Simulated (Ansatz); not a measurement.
Method: frozen-core CCSD(T)/cc-pVTZ // PBE-D3(BJ)/def2-TZVP run with Ansatz (a first-principles code).

Ansatz 0.2 input:
```yaml
crystal:
  periodic: [false, false, false]
  atoms:
    - { symbol: C, position_ang: [-0.027059, -0.043302, 0.020918] }
    - { symbol: O, position_ang: [1.315981, -0.101844, -0.132549] }
    - { symbol: H, position_ang: [-0.37036, -0.077838, 1.077658] }
    - { symbol: H, position_ang: [-0.324896, 0.975122, -0.345229] }
    - { symbol: H, position_ang: [-0.593667, -0.752138, -0.620798] }
basis:
  gaussian: { orbitals: cc-pVTZ }
correlation:
  method: ccsd_t
magnetization:
  spin_polarized: true
  initial_magnetization: 1
```

Output:

```
Functional definition: HF
584 factors; integrals over basis functions are off by at most 1.1e-3 eV
mean field evaluation 1: about -3111.9201 eV, gradient 1.9e1 eV
mean field evaluation 2: about -3111.9211 eV, gradient 1.9e1 eV
mean field evaluation 4: about -3114.4387 eV, gradient 3.8e0 eV
mean field evaluation 8: about -3114.7236 eV, gradient 2.1e-1 eV
mean field evaluation 16: about -3113.7761 eV, gradient 1.3e1 eV
mean field evaluation 32: about -3114.6908 eV, gradient 2.8e0 eV
mean field evaluation 64: about -3114.5648 eV, gradient 1.8e-1 eV
mean field -3114.72421653 eV, -114.4640037217 hartree, gradient 2.1e-6 eV, S^2 0.760117; 4 other end points of the search recorded, 0 dependent functions left out
determinant -3114.72421653 eV, -114.4640037217 hartree, with singles and doubles -3125.62100896 eV, -114.8644534572 hartree
determinant -3114.56498866 eV, -114.4581522054 hartree, with singles and doubles -3125.43191638 eV, -114.8575044333 hartree
determinant -3114.72421653 eV, -114.4640037217 hartree, with singles and doubles -3125.53126845 eV, -114.8611555542 hartree
determinant -3114.56498866 eV, -114.4581522054 hartree, with singles and doubles -3125.34043591 eV, -114.8541425877 hartree
2 core orbitals not correlated
reference -3114.72421653 eV, -114.4640037217 hartree; 7, 6 occupied and 93, 94 virtual orbitals, 584 factors
second order -10.04856818 eV of doubles, -0.00000000 eV of singles
cycle   1  -10.80705294 eV  change   -1.0e-6 eV  update   4.4e-6
perturbative correction -0.34982092 eV, -0.0128556818 hartree
Total energy: -3125.88109040 eV, -114.8740112739 hartree
```

Cost: around 50 core-seconds (rough).
